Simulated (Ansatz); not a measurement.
# FH₄PSi: one species, many methods

One table from this session's results is given with a row withheld; the runs are named, their logs left out.

Method: functionals in def2-TZVPP, the program's frozen cores in correlated methods; program: Ansatz 0.2.0, Gaussian basis.

Plan: LDA (SPW92), PBE-D4, revPBE-D4, BLYP-D4, r2SCAN-D4, B97M-V, PBE0-D4, B3LYP-D4, r2SCANh-D4, r2SCAN0-D4, HSE06-D4, BHLYP-D4, CAM-B3LYP-D4, LC-ωPBE, ωB97X-V, ωB97M-V, B2PLYP, PBE-QIDH; CCSD(T)/def2-SVP; CCSD(T)/def2-TZVPP; MP2/def2-QZVPP; extrapolation to the limit; RPA on PBE.

## Structure used throughout

The geometry comes from an earlier relaxation with PBE0-D4 in a triple-zeta def2 set; it is a stationary point, not always the lowest conformer.

SMILES `F[SiH2]P`, 7 atoms, charge 0, spin multiplicity 1.

Atoms are counted from 1 here; the program's logs count them from 0.

Bond lengths: F1–Si2 1.603 Å, Si2–P3 2.244 Å, Si2–H4 1.484 Å, Si2–H5 1.483 Å, P3–H6 1.421 Å, P3–H7 1.423 Å. Angles: F1–Si2–P3 108.5°, F1–Si2–H4 108.3°, F1–Si2–H5 107.0°, P3–Si2–H4 108.5°, P3–Si2–H5 114.2°, H4–Si2–H5 110.2°, Si2–P3–H6 93.9°, Si2–P3–H7 90.5°, H6–P3–H7 93.4°.

The first run:

Contents of in.yaml:

```yaml
crystal:
  periodic: [false, false, false]
  atoms:
    - {symbol: F, position_ang: [-2.086549, -0.130225, 0.202391]}
    - {symbol: Si, position_ang: [-0.623211, -0.187767, -0.448290]}
    - {symbol: P, position_ang: [0.891218, -0.211684, 1.207817]}
    - {symbol: H, position_ang: [-0.503981, -1.452887, -1.214880]}
    - {symbol: H, position_ang: [-0.508859, 0.976286, -1.360777]}
    - {symbol: H, position_ang: [0.943424, 1.204239, 1.310722]}
    - {symbol: H, position_ang: [1.949258, -0.265960, 0.257417]}
basis:
  gaussian: {orbitals: def2-TZVPP}
hamiltonian: {xc: lda}
output: {orbitals: {seedname: orbitals}}
```

Launch:

```bash
> ansatz run in.yaml --threads 2 --pin off --events-out ev --progress --plain --max-ram 4352MiB
```

Among the steps run: LDA; PBE-D4 (GGA); revPBE-D4 (GGA); BLYP-D4 (GGA); r2SCAN-D4 (meta-GGA); B97M-V (meta-GGA); B3LYP-D4 (hybrid); r2SCANh-D4 (hybrid); r2SCAN0-D4 (hybrid); HSE06-D4 (hybrid); BHLYP-D4 (hybrid); CAM-B3LYP-D4 (range-separated); LC-ωPBE (range-separated); ωB97X-V (range-separated); ωB97M-V (range-separated); B2PLYP (double hybrid); PBE-QIDH (double hybrid).

One of the session's tables, all rows but one given; the rest of the session is left out.

It belongs to the step «Orbital energies across the functionals». 

```
  functional  HOMO (eV)  gap (eV)
 LDA (SPW92)      -6.82      5.54
      PBE-D4      -6.73      5.67
   revPBE-D4      -6.70      5.72
     BLYP-D4      -6.58      5.66
   r2SCAN-D4      -6.99      6.26
      B97M-V      -7.12      6.23
     PBE0-D4      -7.87      7.68
    B3LYP-D4      -7.65      7.26
  r2SCANh-D4      -7.40      6.98
  r2SCAN0-D4      -8.03      8.05
    HSE06-D4      -7.47      6.91
    BHLYP-D4      -8.86      9.61
CAM-B3LYP-D4      -9.14     10.00
     LC-ωPBE          ?         ?
     ωB97X-V     -10.14     12.04
     ωB97M-V      -9.96     11.58
```

**Question.** Estimate the row for LC-ωPBE.

**Answer.** HOMO (eV): -10.49; gap (eV): 12.50. In the column «HOMO (eV)» it is the lowest.
